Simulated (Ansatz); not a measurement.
A search over several starts for the lowest SCF solution of P4 at the given spin, in a small basis.

```yaml
crystal:
  periodic: [false, false, false]
  atoms:
    - {symbol: P, position_ang: [-0.364538, -1.330887, 0.048278]}
    - {symbol: P, position_ang: [-0.006676, 0.395029, 1.322429]}
    - {symbol: P, position_ang: [1.245213, 0.384580, -0.455656]}
    - {symbol: P, position_ang: [-0.874000, 0.551287, -0.915051]}
basis:
  gaussian: {orbitals: def2-SVP}
hamiltonian: {xc: pbe0, dispersion: d4}
output: {orbitals: {seedname: orbitals}}
```

```sh
$ ansatz run in.yaml --threads 4 --pin off --events-out ev --progress --plain --max-ram 3916MiB
```

It prints (some lines left out):

```
Functional definition: PBE0
632 factors; integrals over basis functions are off by at most 1.0e-3 eV
mean field evaluation 1: about -37129.9199 eV, gradient 5.4e0 eV
mean field evaluation 2: about -37129.9693 eV, gradient 4.8e0 eV
mean field evaluation 4: about -37130.0410 eV, gradient 1.1e-1 eV
mean field evaluation 8: about -37130.0429 eV, gradient 3.9e-3 eV
mean field -37130.04286077 eV, -1364.5039074864 hartree, gradient 4.5e-5 eV, S^2 0.000000; 0 other end points of the search recorded, 0 dependent functions left out
reference -37130.04287826 eV, -1364.5039081291 hartree; 30, 30 occupied and 42, 42 virtual orbitals, 632 factors
Total energy: -37130.24578474 eV, -1364.5113648046 hartree
```

Run time 0.45 s (4 threads of Intel Xeon on a shared host).

The structure comes from a short search, and lower isomers may exist.
